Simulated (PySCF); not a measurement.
C₅H₁₃N.
SMILES: `CNC(C)(C)C`

Method used: TDDFT CAM-B3LYP/def2-SVPD, vertical, gas phase, core orbitals frozen in the response (PySCF 2.14.0, density-fitted response routines). Isolated species at its GFN2-xTB geometry, gas phase. Torsions of this conformer, `[CH3:1][NH:2][C:3]([CH3:4])([CH3:5])[CH3:6]`: C1–N2–C3–C4 -62°.

Broadening: Gaussians 0.3 eV wide at half height, area fixed by f = 4.319×10⁻⁹ ∫ε dν̃. The width is an assumption, not a result. The curve ends short of the highest state used, and states not computed would add to its high-energy end.

(λ (nm), ε (L mol⁻¹ cm⁻¹)): (157.3, 561), (159.7, 270), (162.0, 559), (164.4, 1529), (166.7, 2117), (169.1, 1733), (171.4, 1339), (173.8, 1284), (176.1, 1195), (178.5, 1050), (180.8, 844), (183.2, 502), (185.5, 209), (187.9, 56), (190.2, 11), (192.6, 2), (194.9, 2), (197.3, 13), (199.6, 49), (202.0, 136), (204.3, 263), (206.7, 379), (209.0, 406), (211.4, 329), (213.7, 210), (216.1, 103), (218.4, 42), (220.8, 13), (223.1, 4), (225.5, 1)

Question: Locate the maxima and give the states behind the curve.

Answer: 208 nm (5.95 eV), ε about 410, made up of S1 (100%); 167 nm (7.43 eV), ε about 2100, made up of S4 (97%) (ε in L mol⁻¹ cm⁻¹; maxima over ε = 5, shares over 10%). At its high-energy end, 7.88 eV, the curve is still rising (ε about 550, from S5 and S6). The states used: S1 5.95 eV (f 0.0046); S2 6.89 eV (f 0.0086); S3 7.14 eV (f 0.012); S4 7.44 eV (f 0.023); S5 7.94 eV (f 0.0043); S6 8.09 eV (f 0.0073); S7 8.24 eV (f 0.013); S8 8.48 eV (f 0.043).

Question: What would ε be at 7.43 eV, the highest of these maxima, with half the width (0.15 eV)?

Answer: About 4030 L mol⁻¹ cm⁻¹ against 2120, a factor of about 1.9; a lone state at its own centre would give exactly 2.

Question: On this curve, what absorbance would a 10⁻³ mol/L sample give at 193 nm over a 1 cm path?

Answer: 193 nm is 6.424 eV, where ε is about 1.3 L mol⁻¹ cm⁻¹, so A = ε c l ≈ 0.0013 (Beer–Lambert, with the gas-phase spectrum and the assumed width).

Question: Coming from long wavelengths, where does ε first pass 100 L mol⁻¹ cm⁻¹?

Answer: At about 216 nm (5.74 eV), 0.21 eV below S1.
